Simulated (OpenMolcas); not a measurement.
**Worked example: vertical ionisation energy of SiH4S (Si(SH)H3)**

SiH4S: 6 atoms, total charge 0, spin state singlet. SMILES: `[H][Si]([H])([H])S`. The coordinates come from a GFN2-xTB relaxation.

Both states at this one shape; open shells run unrestricted unless said. 1 Eh = 27.2114 eV.

| level | program | singlet SiH4S (Eh) | doublet SiH4S+ (Eh) | HOMO of the first (eV) |
| --- | --- | --- | --- | --- |
| HF/STO-3G | OpenMolcas | -681.112494 | -680.904827 | -6.89 |
| PBE/STO-3G | OpenMolcas | -681.956570 | -681.708739 | -1.88 |
| B3LYP/STO-3G | OpenMolcas | -682.324608 | -682.072064 | -3.14 |

**Question.** Work out the vertical ionisation energy at each level.

**Answer.** 
1. HF/STO-3G: -680.904827 − (-681.112494) = 0.207667 Eh = 5.65 eV; −ε(HOMO) = 6.89 eV.
2. PBE/STO-3G: -681.708739 − (-681.956570) = 0.247831 Eh = 6.74 eV; −ε(HOMO) = 1.88 eV.
3. B3LYP/STO-3G: -682.072064 − (-682.324608) = 0.252544 Eh = 6.87 eV; −ε(HOMO) = 3.14 eV.

No measured value is set beside it here; the levels span 5.65 to 6.87 eV. In Hartree–Fock, −ε(HOMO) (Koopmans) exceeds the difference of totals by the orbital relaxation of the ion. In semi-local functionals −ε(HOMO) lies far under the ionisation energy, a result of self-interaction, while the difference of totals does much better. Hartree–Fock favours the state with fewer electron pairs, since it lacks pair correlation. Minimal sets are far from the basis-set limit.
